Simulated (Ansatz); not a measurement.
**C₂H₄S₂: a ladder of functionals and wavefunction methods**

An exercise on one series of results from a longer session: the logs are not shown, and one member is left open.

Program: Ansatz 0.2.0, Gaussian basis. Level of theory: functionals in def2-TZVPP, the program's frozen cores in correlated methods. These are calculated values, not measurements.

Plan: LDA (SPW92), PBE-D4, revPBE-D4, BLYP-D4, r2SCAN-D4, B97M-V, PBE0-D4, B3LYP-D4, r2SCANh-D4, r2SCAN0-D4, HSE06-D4, BHLYP-D4, CAM-B3LYP-D4, LC-ωPBE, ωB97X-V, ωB97M-V, B2PLYP, PBE-QIDH; CCSD(T)/def2-SVP; CCSD(T)/def2-TZVPP; MP2/def2-QZVPP; extrapolation to the limit; RPA on PBE.

## The geometry

An earlier PBE0-D4 in a triple-zeta def2 set relaxation fixed the geometry.

SMILES `CSC=S`, 8 atoms, charge 0, spin multiplicity 1.

Atoms are counted from 1 here; the program's logs count them from 0.

Bond lengths: C1–S2 1.801 Å, C1–H5 1.090 Å, C1–H6 1.090 Å, C1–H7 1.090 Å, S2–C3 1.713 Å, C3–S4 1.617 Å, C3–H8 1.093 Å. Angles: S2–C1–H5 111.0°, S2–C1–H6 106.4°, S2–C1–H7 111.0°, H5–C1–H6 108.9°, H5–C1–H7 110.6°, H6–C1–H7 108.9°, C1–S2–C3 102.0°, S2–C3–S4 124.8°, S2–C3–H8 113.5°, S4–C3–H8 121.8°.

Coordinates:

```xyz
8
C2H4S2
C     0.2287    0.8753    0.8441
S     0.1535    0.6244   -0.9382
C    -0.2425   -1.0384   -1.0487
S    -0.4463   -1.8472   -2.4334
H    -0.7351    0.6679    1.3079
H     0.4752    1.9260    0.9968
H     1.0092    0.2609    1.2918
H    -0.3505   -1.5262   -0.0761
```

The first run:

Contents of in.yaml:

```yaml
crystal:
  periodic: [false, false, false]
  atoms:
    - {symbol: C, position_ang: [0.228710, 0.875350, 0.844124]}
    - {symbol: S, position_ang: [0.153518, 0.624394, -0.938224]}
    - {symbol: C, position_ang: [-0.242545, -1.038440, -1.048667]}
    - {symbol: S, position_ang: [-0.446314, -1.847185, -2.433443]}
    - {symbol: H, position_ang: [-0.735145, 0.667917, 1.307916]}
    - {symbol: H, position_ang: [0.475218, 1.926042, 0.996767]}
    - {symbol: H, position_ang: [1.009176, 0.260887, 1.291847]}
    - {symbol: H, position_ang: [-0.350518, -1.526164, -0.076119]}
basis:
  gaussian: {orbitals: def2-TZVPP}
hamiltonian: {xc: lda}
output: {orbitals: {seedname: orbitals}}
```

On the command line:

```
ansatz run in.yaml --threads 2 --pin off --events-out ev --progress --plain --max-ram 4352MiB
```

Steps of the session up to this table: LDA; PBE-D4 (GGA); revPBE-D4 (GGA); BLYP-D4 (GGA); r2SCAN-D4 (meta-GGA); B97M-V (meta-GGA); B3LYP-D4 (hybrid); r2SCANh-D4 (hybrid); r2SCAN0-D4 (hybrid); HSE06-D4 (hybrid); BHLYP-D4 (hybrid); CAM-B3LYP-D4 (range-separated); LC-ωPBE (range-separated); ωB97X-V (range-separated); ωB97M-V (range-separated); B2PLYP (double hybrid); PBE-QIDH (double hybrid).

One of the session's tables, all rows but one given; the rest of the session is left out.

It belongs to the step «Orbital energies across the functionals». 

| functional | HOMO (eV) | LUMO (eV) | gap (eV) |
| --- | --- | --- | --- |
| LDA (SPW92) | -5.37 | -3.08 | 2.30 |
| PBE-D4 | -5.25 | -2.89 | 2.36 |
| revPBE-D4 | -5.20 | -2.82 | 2.38 |
| BLYP-D4 | -5.08 | -2.73 | 2.35 |
| r2SCAN-D4 | -5.48 | -2.82 | 2.66 |
| B97M-V | -5.54 | -2.76 | 2.78 |
| PBE0-D4 | -6.47 | -2.08 | 4.39 |
| B3LYP-D4 | -6.22 | -2.25 | 3.97 |
| r2SCANh-D4 | -5.93 | -2.51 | 3.43 |
| r2SCAN0-D4 | ? | ? | ? |
| HSE06-D4 | -6.07 | -2.45 | 3.61 |
| BHLYP-D4 | -7.55 | -1.09 | 6.46 |
| CAM-B3LYP-D4 | -7.80 | -0.99 | 6.81 |
| LC-ωPBE | -9.21 | 0.03 | 9.24 |
| ωB97X-V | -8.84 | 0.01 | 8.85 |
| ωB97M-V | -8.66 | -0.01 | 8.66 |

Estimate the missing values for r2SCAN0-D4.

Worked estimate for «HOMO (eV)». Against the share of exact exchange, r2SCAN-D4 (0, -5.48), r2SCANh-D4 (0.1, -5.93) give a slope of -4.50 per unit share; at 0.25 the line stands at -6.60.

As computed: HOMO (eV): -6.62; LUMO (eV): -2.04; gap (eV): 4.58. In «HOMO (eV)» the line misses by +0.02.
